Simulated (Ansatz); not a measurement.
A nudged elastic band was laid between two geometries of AlH5NO (8 atoms, charge 1, multiplicity 1).

Theory: RKS BLYP-D4/cc-pVDZ in Ansatz 0.2.0.

```
movable images  : 5
climbing image  : yes
spring          : 5.0 eV/Å²
optimiser       : quadratic models (default)
start path      : IDPP
force threshold : 0.05 eV/Å
iteration limit : 60
end points      : relaxed
```

First end point:

```xyz
8
Properties=species:S:1:pos:R:3
N -1.042 0.679 -0.934
Al 0.103 0.691 0.403
O 0.857 -1.092 0.550
H -1.278 -0.103 -1.554
H -1.584 1.507 -1.211
H 0.764 1.553 1.525
H 1.534 -1.352 1.216
H 0.645 -1.884 0.005
```

Last end point:

```xyz
8
Properties=species:S:1:pos:R:3
N -1.041 0.682 -0.933
Al 0.103 0.685 0.406
O 0.863 -1.095 0.545
H -1.583 1.514 -1.197
H -1.281 -0.091 -1.562
H 0.754 1.549 1.532
H 1.544 -1.357 1.207
H 0.643 -1.887 0.003
```

Question: Which bonds break or form, and what moves?

Answer: No bond is made or broken. The dihedral H4–N1–Al2–O3 goes from -1 to 179°. The two ends are copies of one structure, up to a mirror image or an exchange of like atoms.

Question: What energy profile does the band end with?

Answer: The forces met the threshold. The highest image is number 3 of 0 to 6, 20.0 kJ/mol above the ends, which have the same energy within 2 meV. A vibrational analysis at the climbing image gives one clearly imaginary mode, 307i cm⁻¹: a first-order saddle point. Limits of this set-up: the dipole of an ion depends on the origin.

```csv
image,path coordinate (Å),energy (kJ/mol),dihedral H4–N1–Al2–O3 (°)
0,0.00,0.0,-1
1,0.61,3.3,34
2,1.22,13.9,74
3,1.82,20.0,110
4,2.42,14.1,137
5,3.01,3.8,158
6,3.60,0.0,179
```

Question: What is the geometry of the highest image?

Answer: 
```xyz
8
Properties=species:S:1:pos:R:3:forces:R:3
N -1.302 0.278 -0.664 0.04 0.03 -0.01
Al -0.142 0.462 0.677 0.00 -0.01 0.00
O 1.327 -0.646 0.071 -0.01 0.02 0.02
H -2.179 -0.247 -0.549 -0.03 -0.02 0.01
H -1.498 1.069 -1.294 -0.02 0.01 -0.02
H 0.327 1.037 2.057 0.00 0.00 0.00
H 2.191 -0.844 0.500 0.01 0.00 0.00
H 1.276 -1.109 -0.798 0.00 -0.01 -0.01
```

Question: What are the harmonic wavenumbers there?

Answer: 307i, 158, 329, 380, 413, 440, 496, 526, 660, 691, 817, 1494, 1555, 1971, 3410, 3478, 3536, 3631 cm⁻¹.

Run time: 39 s on 1 thread of Intel(R) Xeon(R) Platinum 8488C (Sapphire Rapids), with other jobs on the host, peak memory 0.16 GiB.
